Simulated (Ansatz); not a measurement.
C8H18 can be A, `CCC(C)(CC)CC`, or B, `CC(C)CC(C)(C)C`.

Gas-phase electronic energies from Ansatz, PBE0-D4/def2-TZVP geometries. CBS: MP2 limit from def2 TZ/QZ plus the TZ coupled-cluster correction, frozen cores. Functionals use def2-TZVPP. B3LYP here is the variant with VWN-RPA as its local correlation; programs differ in this. Each species was taken in one conformer, which may not be the lowest.

A:

```xyz
26

C    -0.3394    1.8995   -1.7654
C    -0.0780    0.4238   -1.5154
C    -0.3416   -0.0912   -0.0901
C    -1.8303    0.0252    0.2289
C     0.0751   -1.5717   -0.0734
C    -0.0116   -2.2885    1.2637
C     0.4360    0.7229    0.9539
C     1.9476    0.7280    0.8021
H     0.3181    2.5371   -1.1696
H    -0.1635    2.1449   -2.8154
H    -1.3700    2.1797   -1.5360
H    -0.6932   -0.1714   -2.2007
H     0.9601    0.1973   -1.7823
H    -2.1626    1.0654    0.2045
H    -2.4313   -0.5377   -0.4915
H    -2.0548   -0.3584    1.2268
H     1.1001   -1.6507   -0.4521
H    -0.5489   -2.0989   -0.8049
H     0.6676   -1.8569    2.0027
H    -1.0200   -2.2580    1.6826
H     0.2599   -3.3406    1.1501
H     0.1745    0.3466    1.9485
H     0.0675    1.7538    0.9314
H     2.3678   -0.2783    0.8727
H     2.2594    1.1477   -0.1576
H     2.4116    1.3303    1.5866
```

B:

Z-matrix (Å, degrees):
```
C
C 1 1.523
H 1 1.090 2 112.5
H 1 1.093 2 110.4 3 119.8
H 1 1.095 2 111.0 3 -121.0
C 2 1.530 1 114.8 3 68.4
C 2 1.524 1 109.7 3 -168.8
H 2 1.097 1 107.9 3 -52.1
C 6 1.541 2 120.3 1 -63.1
H 6 1.097 2 106.4 1 175.3
H 6 1.099 2 108.5 1 62.2
H 7 1.095 2 110.7 1 -62.5
H 7 1.093 2 111.5 1 177.7
H 7 1.093 2 111.2 1 57.1
C 9 1.529 6 112.2 2 80.7
C 9 1.526 6 111.2 2 -42.7
C 9 1.529 6 107.2 2 -161.4
H 15 1.094 9 110.7 6 56.0
H 15 1.090 9 112.7 6 -64.8
H 15 1.094 9 110.2 6 175.0
H 16 1.094 9 110.4 6 -174.0
H 16 1.093 9 111.9 6 66.2
H 16 1.094 9 111.2 6 -54.5
H 17 1.094 9 111.0 6 -177.1
H 17 1.094 9 110.9 6 -57.3
H 17 1.094 9 111.1 6 62.7
```

Q: Which isomer does CCSD(T)/CBS put lower? Give the gap. (Best estimate.)

A: Ansatz gave: B, by 0.5 kcal/mol.

Q: Give E(B) − E(A) in kcal/mol with ωB97M-V, HF/def2-TZVPP, B3LYP-D4, CCSD(T)/def2-TZVPP, PBE0-D4, r2SCAN-D4, MP2/def2-TZVPP. (An estimate is asked.)

A: The calculation gave: ωB97M-V -0.4, HF/def2-TZVPP -1.4, B3LYP-D4 -0.4, CCSD(T)/def2-TZVPP -0.7, PBE0-D4 -0.2, r2SCAN-D4 -0.6, MP2/def2-TZVPP -0.7. None reverses the order clearly.

Largest T1 diagnostic: 0.009.

Leaving LDA and LC-ωPBE aside and taking each functional with its dispersion term where it has one, the values, not all of them listed here, spread over 0.7 kcal/mol, from B2PLYP to PBE0-D4. LDA lies +0.8 kcal/mol from PBE without D4.
